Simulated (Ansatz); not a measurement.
```yaml
crystal:
  periodic: [false, false, false]
  atoms:
    - {symbol: Cl, position_ang: [-1.431916, -0.111234, -0.001376]}
    - {symbol: B, position_ang: [0.109473, 0.634207, 0.005359]}
    - {symbol: Si, position_ang: [1.765402, -0.103712, -0.000326]}
basis:
  gaussian: {orbitals: def2-TZVP}
hamiltonian: {xc: pbe0}
relax: {f_tol: 0.004, max_steps: 80}
```

```sh
$ ansatz run in.yaml --threads 1 --pin off --events-out ev --progress --plain --max-ram 2176MiB
```

Steps of the relaxation (energy above the last step; positions in Å, forces in eV/Å):

```
3
step 1, 438.6 meV
Cl   -1.432   -0.111   -0.001   -0.036    0.533    0.004
B     0.109    0.634    0.005   -1.498   -0.361   -0.003
Si    1.765   -0.104    0.000    1.534   -0.171   -0.001
```

```
3
step 2, 279.5 meV
Cl   -1.497   -0.069   -0.001    0.243    0.540    0.005
B     0.098    0.557    0.005   -0.995   -0.677   -0.006
Si    1.842   -0.069    0.000    0.752    0.137    0.001
```

```
3
step 3, 92.6 meV
Cl   -1.611    0.036    0.000    0.849    0.382    0.003
B     0.082    0.362    0.003   -0.425   -0.654   -0.006
Si    1.971    0.021    0.001   -0.424    0.272    0.002
```

```
3
step 4, 42.5 meV
Cl   -1.567    0.142    0.001   -1.463    0.006    0.000
B     0.072    0.163    0.001    0.851   -0.012    0.000
Si    1.938    0.114    0.002    0.612    0.006    0.000
```

```
3
step 7, 0.0 meV
Cl   -1.608    0.155    0.001   -0.001    0.000    0.000
B     0.077    0.140    0.001    0.000    0.001    0.000
Si    1.974    0.125    0.002    0.000    0.000    0.000
```

Close pairs at the end: Cl1–B2 1.685 Å, B2–Si3 1.896 Å.

A stationary point of restricted PBE0 after 7 steps (its stability towards spin polarisation wasn't tested); no frequencies were run, so it isn't proven a minimum. 66 s on 1 thread of Intel Xeon Platinum 8259CL, shared host.
